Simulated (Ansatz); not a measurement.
**Scan of GaH$_{3}$, triplet**

Starting geometry (PBE0/def2-TZVP stationary point for this spin, not checked as a minimum):

```xyz
4

Ga    0.0000    0.0277   -0.0457
H     0.0000   -1.4776   -0.5415
H     0.4054   -0.2202    1.8512
H    -0.4054   -0.2202    1.8512
```

From there H2 moves along the line of the two atoms named below, all else staying in place; atoms are numbered as listed. Energies are in kcal/mol, counted from the starting geometry at the same level. Kohn–Sham curves are unrestricted where that lies lower.

Basis cc-pVDZ; Ansatz 0.2.0. Correlated methods freeze the noble-gas cores and the filled d shells of p-block atoms. No spin–orbit coupling is included, and no scalar relativity.

In so small a basis the reference is far from its limit while semilocal and hybrid functionals are nearer theirs (RPA and double hybrids share much of the reference's basis error), so the functionals' errors here hold much of the reference's basis and frozen-core error, which can add to them or hide them.

Full CI is exact within this basis and frozen core; it isn't the basis-set limit.

```csv
distance Ga1-H2 (Å),full CI,PBE,revPBE,r2SCAN,PBE0,B3LYP,r2SCANh,wB97M-V,B2PLYP,RPA-PBE
1.291,21.4,20.5,20.8,18.7,19.6,20.1,18.6,18.9,20.1,22.1
1.415,6.1,6.0,6.2,4.9,5.4,5.8,4.9,5.0,5.6,6.5
1.585,0.0,0.0,0.0,0.0,0.0,0.0,0.0,0.0,0.0,0.0
1.728,2.0,1.4,1.4,2.3,2.2,1.6,2.5,2.5,2.0,1.6
1.974,11.1,9.0,9.0,11.2,11.1,9.1,11.5,11.8,10.7,10.2
2.185,19.2,15.9,16.0,18.6,18.6,15.6,19.0,19.4,17.9,18.1
2.576,27.1,23.5,23.8,27.3,26.2,22.8,27.6,26.6,24.8,26.0
2.886,28.7,25.7,25.9,30.6,28.1,24.9,30.9,28.3,26.5,27.2
3.468,29.1,26.8,26.7,32.8,29.1,26.2,33.0,28.9,27.3,27.1
4.314,29.2,27.2,26.9,33.6,29.4,26.5,33.7,28.9,27.5,27.0
5.389,29.2,27.4,26.9,33.7,29.5,26.6,33.9,29.0,27.5,26.9
```

r2SCANh at 5.389 Å lies 4.7 kcal/mol (16 %) above the reference in this basis. r2SCAN at 5.389 Å lies 4.5 kcal/mol (15 %) above the reference in this basis.
